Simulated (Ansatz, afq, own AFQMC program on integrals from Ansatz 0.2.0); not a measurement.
## PF, triplet in cc-pVDZ along one coordinate

```yaml
atoms:
  - { symbol: F, position_ang: [0.0000, 0.0000, 0.0000] }
  - { symbol: P, position_ang: [0.0000, 0.0000, 1.5934] }
```

The F1–P2 distance is changed with both sides rigid. Energies in kcal/mol count from this geometry (1.593 Å) at the same level; the start stands on UHF, each point on the determinant named.

Basis cc-pVDZ. Noble-gas cores (and the filled d shells of Ga–Kr and In–Xe) are frozen. AFQMC by an in-house program on the Cholesky factors that Ansatz 0.2.0 writes for its CCSD(T) run. The CISD trial takes its coefficients from CCSD amplitudes. Released means that phaseless walkers are propagated on without the constraint, phases kept. Uncertainties: one standard error, sampling alone.

Cautions, each for one point or more: a spin-contaminated unrestricted determinant lies lower; higher spins were not checked; lower spins were not checked; strong correlation; the ph-AFQMC/CISD walk drifts between its halves; unrestricted determinant spin contaminated; walk and cluster series may follow different spin states.

```json
{"r(F1–P2) / Å": "1.417", "det.": "UHF", "T1": "0.016", "weight": "0.91", "⟨S²⟩": "2.03", "CCSD(T)": "28.6", "ph-AFQMC/CISD": "28.7 ± 0.4", "released AFQMC": "28.7 ± 0.5", "CCSDT(Q)": "28.7", "PBE": "28.8", "wB97M-V": "26.7"}
{"r(F1–P2) / Å": "2.234", "det.": "ROHF", "T1": "0.041", "weight": "0.86", "⟨S²⟩": "pure", "CCSD(T)": "43.1", "ph-AFQMC/CISD": "43.0 ± 0.7", "released AFQMC": "42.4 ± 1.2*", "CCSDT(Q)": "42.2", "PBE": "42.3", "wB97M-V": "50.9"}
{"r(F1–P2) / Å": "2.909", "det.": "UHF¶", "T1": "0.023", "weight": "0.90", "⟨S²⟩": "2.97", "CCSD(T)": "77.4", "ph-AFQMC/CISD": "74.9 ± 0.5", "released AFQMC": "75.9 ± 0.8*", "CCSDT(Q)": "76.1", "PBE": "85.0§", "wB97M-V": "90.6§"}
{"r(F1–P2) / Å": "4.317", "det.": "UHF¶", "T1": "0.003", "weight": "0.92", "⟨S²⟩": "3.00", "CCSD(T)": "81.1", "ph-AFQMC/CISD": "80.7 ± 0.5", "released AFQMC": "80.6 ± 0.7*", "CCSDT(Q)": "81.5", "PBE": "102.3§", "wB97M-V": "101.3§"}
```

Weight is that of the determinant in the CISD state; at the start T1 is 0.020 and the weight 0.91, and ⟨S²⟩ is 2.03. ¶ marks points with a poor determinant and no full CI, where no value is sure; they don't count among the departures. An asterisk marks released energies that aren't shown to be converged. § marks a functional whose ⟨S²⟩ is too high by over 0.1. Largest departures from CCSDT(Q), at the points where its series has closed: CCSD(T) 0.9 kcal/mol at 2.234 (on ROHF), ph-AFQMC/CISD 0.8 kcal/mol at 2.234 (on ROHF) (within the noise), PBE 0.1 kcal/mol at 2.234, wB97M-V 8.7 kcal/mol at 2.234. Functionals count only at points shown to share the start's state and spin. In this small basis the wave-function levels are far from their limit, so their gap to the functionals isn't the functionals' error.

Some points may be missing: those where a free walk finds a much lower state, and past Zn most of those on another determinant than at the start.

A walk keeps the symmetry of its determinant, which the program's search chose and which needn't be the lowest solution, so a lower state of the same spin and another symmetry isn't excluded.
